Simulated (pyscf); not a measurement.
PySCF, gas phase, ωB97X-D3(BJ)/def2-SVP geometries.

Problem. F–CH₂–Cl -> :HC–F [singlet] + hydrogen chloride (HCl)
Surface: singlet. Broken: C–Cl, C–H. Formed: Cl–H. Give ΔE‡ and ΔE from B3LYP-D3(BJ)/def2-TZVP, relative to the reactant's lowest minimum found.

Solution. ΔE‡ = 107.9 kcal/mol, ΔE = +83.1 kcal/mol. CCSD(T)/def2-TZVPP + ΔMP2(QZVPP) gives 110.0 kcal/mol and +80.9 kcal/mol. Zero-point energy shifts the barrier by -6.4 kcal/mol. It is a 1,1-elimination, with an imaginary mode of 1013i cm⁻¹. The same reactants have a lower exit, to •H₂C–F + Cl• (no saddle counted: cutting one bond costs +88.0 kcal/mol at ωB97M-D3(BJ), against +108.6 kcal/mol here). This is the saddle that the search found; another between the same sides may lie lower. A restricted singlet here is unstable towards spin polarisation, as is usual where a triplet lies low; its energy is less safe. The CCSD(T) − MP2 part came from Ansatz, without density fitting, on the same reference.
